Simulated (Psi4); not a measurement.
# One shape, several levels: N2O (SMILES N#[N+][O-])

Aim: a comparison of 3 runs (HF/6-31G**, M06-2X/cc-pVTZ, EOM-CCSD/6-31G**) of N2O. 

The calculation is run with Psi4 1.11.

3 further runs of the same task are left out: 2 that didn't finish, 1 set aside as unsound or not needed.

### Step 1. The molecule

N2O has 3 atoms, charge 0, and is taken as a singlet. As SMILES, `N#[N+][O-]`. Geometry: relaxed at PBE0-D4/def2-TZVP.

Bond lengths: N1–N2 1.118 Å, N2–O3 1.174 Å. Angles: N1–N2–O3 180.0°.

### Step 2. A single-point energy at HF/6-31G(d,p) (density fitting, Cartesian functions) (run 1)

Input file n2o.json:

```json
{
  "schema_name": "qcschema_input",
  "schema_version": 1,
  "molecule": {
    "schema_name": "qcschema_molecule",
    "schema_version": 2,
    "symbols": ["N", "N", "O"],
    "geometry": [-0.96697286, 1.89218277, -0.31728502, -0.0158737, 0.03118048, -0.00529123, 0.98284656, -1.92336325, 0.32257625],
    "molecular_charge": 0,
    "molecular_multiplicity": 1
  },
  "driver": "energy",
  "model": {
    "method": "hf",
    "basis": "6-31G**"
  },
  "keywords": {}
}
```

The run is started by

```bash
psi4 --qcschema n2o.json -n 1 --memory 1600MB
```

stdout:

```text
[...]
  Running in c1 symmetry.
[...]
  Nuclear repulsion =   61.347861697462967
[...]
  Multiplicity = 1
[...]
  Nalpha       = 11
  Nbeta        = 11
[...]
    Number of basis functions: 45
[...]
   @DF-RHF iter   1:  -183.59613651719485   -4.76523e-01   1.03477e-02 ADIIS/DIIS
[...]
   @DF-RHF iter   9:  -183.67758711985812   -4.96701e-09   2.97196e-07 DIIS
[...]
    Orbital Energies [Eh]
    ---------------------
    Doubly Occupied:
       1A    -20.664758     2A    -15.857974     3A    -15.704748
       4A     -1.625150     5A     -1.433631     6A     -0.827720
       7A     -0.767509     8A     -0.767509     9A     -0.693971
      10A     -0.488521    11A     -0.488521
[...]
  @DF-RHF Final Energy:  -183.67758711985812
   => Energetics <=
    Nuclear Repulsion Energy =             61.3478616974629674
    One-Electron Energy =                -371.4108734810235433
    Two-Electron Energy =                 126.3854246637024374
    Total Energy =                       -183.6775871198581171
[...]
 Multipole Moments:
 ------------------------------------------------------------------------------------
     Multipole            Electronic (a.u.)      Nuclear  (a.u.)        Total (a.u.)
 ------------------------------------------------------------------------------------
 L = 1.  Multiply by 2.5417464519 to convert [e a0] to [Debye]
 Dipole X            :          0.0000425           -0.0000005            0.0000420
 Dipole Y            :          0.0000521           -0.0000006            0.0000516
 Dipole Z            :          0.2300069           -0.0089621            0.2210448
 Magnitude           :                                                    0.2210448
[...]
```

The result, in JSON:

```text
{
 "driver": "energy",
 "model": {
  "method": "hf",
  "basis": "6-31G**"
 },
 "success": true,
 "return_result": -183.67758711985812,
 "properties": {
  "calcinfo_nbasis": 45,
  "calcinfo_nmo": 45,
  "calcinfo_nalpha": 11,
  "calcinfo_nbeta": 11,
  "calcinfo_natom": 3,
  "nuclear_repulsion_energy": 61.34786169746297,
  "return_energy": -183.67758711985812,
  "scf_one_electron_energy": -371.41087348102354,
  "scf_two_electron_energy": 126.38542466370244,
  "scf_dipole_moment": [4.2046393782979474e-05, 5.155906366552717e-05, 0.22104477602686745],
  "scf_total_energy": -183.67758711985812,
  "scf_iterations": 9
 }
}
```

It took 1.1 s on 1 thread of Intel Xeon 6975P-C (Granite Rapids), shared host; peak memory 0.19 GiB.

### Step 3. Energy and forces at M06-2X/cc-pVTZ (run 2)

Input file n2o.in:

```
memory 1600 MB

molecule {
  0 1
  N     -0.511700     1.001300    -0.167900
  N     -0.008400     0.016500    -0.002800
  O      0.520100    -1.017800     0.170700
  symmetry c1
  no_reorient
  no_com
}

set {
  reference rks
  puream true
  e_convergence 1e-09
  d_convergence 1e-08
  scf_type pk
  dft_radial_points 99
  dft_spherical_points 590
}

energy_value, wavefunction = gradient('m06-2x/cc-pVTZ', return_wfn=True)
oeprop(wavefunction, 'DIPOLE', 'MAYER_INDICES', 'LOWDIN_CHARGES', title='M06-2X')
```

The run is started by

```bash
psi4 -i n2o.in -o n2o.out -n 1
```

n2o.out:

```text
[...]
  Running in c1 symmetry.
[...]
  Nuclear repulsion =   61.347861729966482
[...]
  Multiplicity = 1
[...]
  Nalpha       = 11
  Nbeta        = 11
[...]
    Number of basis functions: 90
[...]
   @RKS iter   1:  -184.59036119261620   -2.64617e-01   5.19958e-03 ADIIS/DIIS
[...]
   @RKS iter  11:  -184.66383105485301   -2.84217e-13   1.31885e-09 DIIS
[...]
    Orbital Energies [Eh]
    ---------------------
    Doubly Occupied:
       1A    -19.724307     2A    -14.992630     3A    -14.855607
       4A     -1.383941     5A     -1.209075     6A     -0.699005
       7A     -0.661236     8A     -0.661236     9A     -0.566551
      10A     -0.413465    11A     -0.413465
[...]
  @RKS Final Energy:  -184.66383105485301
   => Energetics <=
    Nuclear Repulsion Energy =             61.3478617299664819
    One-Electron Energy =                -371.9677935072643322
    Two-Electron Energy =                 136.6798466253408719
    DFT Exchange-Correlation Energy =     -10.7237459028960505
    Empirical Dispersion Energy =           0.0000000000000000
    VV10 Nonlocal Energy =                  0.0000000000000000
    Total Energy =                       -184.6638310548530058
[...]
  -Total Gradient:
     Atom            X                  Y                   Z
    ------   -----------------  -----------------  -----------------
       1       -0.007130568190     0.013938446522    -0.002329430035
       2        0.010129805972    -0.019794843678     0.003304801045
       3       -0.002996863275     0.005851908673    -0.000974702019
[...]
```

Run time: 14 s. Hardware: 1 thread of Intel Xeon 6975P-C (Granite Rapids), shared host; peak memory 0.83 GiB.

### Step 4. The excited states at EOM-CCSD/6-31G(d,p) (Cartesian functions) (run 3)

Input file input.inp:

```
memory 1600 mb

molecule m {
  0 1
  N     -0.511700     1.001300    -0.167900
  N     -0.008400     0.016500    -0.002800
  O      0.520100    -1.017800     0.170700
  units angstrom
  symmetry c1
}

set {
  basis           6-31G**
  reference       rhf
  scf_type        pk
  roots_per_irrep [1]
}

e, wfn = properties("eom-ccsd", properties=['oscillator_strength'], return_wfn=True)
print_variables()
```

The run is started by

```bash
psi4 -n 1 input.inp input.out
```

input.out:

```text
[...]
  Running in c1 symmetry.
[...]
  Nuclear repulsion =   61.347861729966489
[...]
  Multiplicity = 1
[...]
  Nalpha       = 11
  Nbeta        = 11
[...]
    Number of basis functions: 45
[...]
   @RHF iter   1:  -183.59666472674917   -4.76807e-01   1.03501e-02 DIIS/ADIIS
[...]
   @RHF iter  14:  -183.67814186778924    1.70530e-13   2.06237e-11 DIIS
[...]
  @RHF Final Energy:  -183.67814186778924
   => Energetics <=
    Nuclear Repulsion Energy =             61.3478617299664890
    One-Electron Energy =                -371.4132220120727084
    Two-Electron Energy =                 126.3872184143169761
    Total Energy =                       -183.6781418677892361
[...]
 Multipole Moments:
 ------------------------------------------------------------------------------------
     Multipole            Electronic (a.u.)      Nuclear  (a.u.)        Total (a.u.)
 ------------------------------------------------------------------------------------
 L = 1.  Multiply by 2.5417464519 to convert [e a0] to [Debye]
 Dipole X            :          0.0000425           -0.0000005            0.0000421
 Dipole Y            :          0.0000521           -0.0000006            0.0000516
 Dipole Z            :          0.2294706           -0.0089621            0.2205085
 Magnitude           :                                                    0.2205085
[...]
      * MP2 total energy                      = -184.207834714676494
[...]
      * CCSD total energy                     = -184.194223067548450
[...]
                     Excitation Energy              Total Energy
[...]
	                   Ground State -> Excited State Transitions
	                   Excitation Energy          OS       RS        RS     Einstein A
[...]
```

Run time: 3.9 s. Hardware: 1 thread of Intel Xeon 6975P-C (Granite Rapids), shared host; peak memory 0.27 GiB.

### Step 5. All runs side by side

```csv
run,level,task,integrals,energy (Eh),dipole moment (D),HOMO energy (eV),LUMO energy (eV),wall time
1,"HF/6-31G** (density fitting, Cartesian functions)",energy,df,-183.677587,0.56,-13.29,4.50,1.1 s
2,M06-2X/cc-pVTZ,gradient,pk,-184.663831,0.20,-11.25,1.10,14 s
3,EOM-CCSD/6-31G** (Cartesian functions),excited,pk,-184.194223,–,-13.29,4.50,3.9 s
```

### Step 6. Results

| quantity | value |
| --- | --- |
| run 3: ground-state or mean-field energy | -184.19422 Eh |
| run 3: HOMO energy (Hartree–Fock orbitals) | -13.29 eV |
| run 3: LUMO energy (Hartree–Fock orbitals) | 4.50 eV |
| run 3: HOMO–LUMO gap (Hartree–Fock orbitals) | 17.79 eV |
| run 3: T1 diagnostic | 0.017 |
| run 3: lowest excitation energy | 7.37 eV |

All runs together took 19 s, the longest 14 s.
